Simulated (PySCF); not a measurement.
Species: C3H (charge +1 and singlet state).
Structure used (PBE0-D3(BJ)/def2-SVP), in Å, numbered top down from 1:
```
atom  x, y, z in Å
C1     1.8048   -0.7426   -0.3706
C2     0.5362   -0.3735   -0.1115
C3    -0.6342   -0.0384    0.1219
H4    -1.6681    0.2580    0.3275
```

Linear response at PBE0/def2-SVPD (PySCF, frozen core in the response, non-relativistic).

Static isotropic polarisability: 27.10 au (4.02 Å³), principal values 18.1, 18.1, 45.0 au.

Question: What is the polarisability at 1064 nm and at the sodium D line?

Answer: 27.61 au at 1064 nm (+1.9 %), 29.23 au at 589.3 nm (+7.9 %). The rise at 589.3 nm is 4.17 times that at 1064 nm; a pure ω² law gives 3.26. The lowest singlet lies at 396 nm, shorter than both wavelengths.

Question: What is the isotropic C6 coefficient between two such ions, C6 = (3/π)∫α(iω)² dω?

Answer: 256.4 au (Eh·bohr⁶) by a ten-point quadrature over imaginary frequencies, which is 153 eV·Å⁶ or 14.8 J·nm⁶/mol.

Question: Which effective excitation energy ω̄ makes London's formula C6 = (3/4)α²ω̄ exact here?

Answer: ω̄ = 4·C6/(3α²) = 0.465 Eh = 12.7 eV. A one-pole form α(ω) = α/(1 − ω²/ω̄²) fitted to the 1064 nm value gives 8.6 eV. London's choice of the ionisation energy (19.13 eV, ΔSCF at the same level) gives C6 = 387 au, 51 % too high.

Question: What molar refraction at the D line follows from R = (4π/3)·N_A·α′, with α′ the polarisability volume?

Answer: α′ = 4.33 Å³ gives R = 10.93 cm³/mol, for isolated, non-vibrating species.

Question: How many electrons N does the Slater–Kirkwood formula C6 = (3/4)·√N·α^(3/2) need to give this C6?

Answer: N = (4·C6/3)²/α³ = 5.9; the species has 18 electrons in all.

Question: The lowest 10 singlets have (eV, f): 3.13, 0.010; 3.13, 0.010; 3.77, 0.000; 4.06, 0.000; 4.06, 0.000; 8.17, 0.855; 9.80, 0.013; 9.80, 0.013; 9.97, 0.022; 9.97, 0.021. What share of the static polarisability do they carry in the sum over states α = Σ f/ω²?

Answer: 11.45 au, 42.3 % of α; the largest term, 9.49 au, is that of the state at 8.17 eV. Their oscillator strengths add up to 0.94. Higher states carry the rest.

Question: What three-body coefficient follows from the one-pole estimate C9 = (3/4)·α·C6?

Answer: 5210 au. This is an estimate from the two numbers above, not a computed integral.

Question: How anisotropic is the static polarisability, by Δα² = ½[(α1 − α2)² + (α2 − α3)² + (α3 − α1)²]?

Answer: Δα = 26.9 au, or 0.99 of the isotropic value.

Question: What does −C6/R⁶ come to at R = 10 Å between centres?

Answer: -15 J/mol. This is the leading, orientation-averaged term; C8 and higher terms are left out. The Coulomb repulsion of the two net charges at that distance is 139 kJ/mol.

The run took 4.7 s on Arm Neoverse V2, one thread, no GPU (shared host), and the process peaked at 0.33 GiB of memory. This is the whole response run at PBE0/def2-SVPD, SCF included.
